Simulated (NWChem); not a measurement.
System: trimethylamine (C$_{3}$H$_{9}$N); SMILES CN(C)C

Results from NWChem. Medium grid unless said otherwise, to which SCAN and Minnesota functionals are sensitive. The geometry was optimised at PBE0/def2-SVP. Computed dipoles belong to the equilibrium geometry; the measured one is vibrationally averaged.

Measured dipole moment: 0.61 D (NIST CCCBDB, as tabulated in the package chemicals).

| level | dipole moment (D) | computed − measured | relative time (rough) |
|---|---|---|---|
| LDA (Slater exchange, VWN5)/def2-TZVPD | 0.34 | -0.27 | 1 |
| PBE/def2-TZVPD | 0.32 | -0.29 | 1 |
| BLYP/def2-TZVPD | 0.31 | -0.30 | 2 |
| TPSS/def2-TZVPD | 0.36 | -0.25 | 2 |
| r2SCAN/def2-TZVPD | 0.37 | -0.24 | 1 |
| B3LYP/def2-TZVPD | 0.41 | -0.20 | 1 |
| PBE0/def2-TZVPD | 0.43 | -0.18 | 1 |
| M06-2X/def2-TZVPD | 0.51 | -0.10 | 2 |
| CAM-B3LYP/def2-TZVPD | 0.48 | -0.13 | 10 |
| Hartree-Fock/def2-TZVPD | 0.58 | -0.03 | 1 |
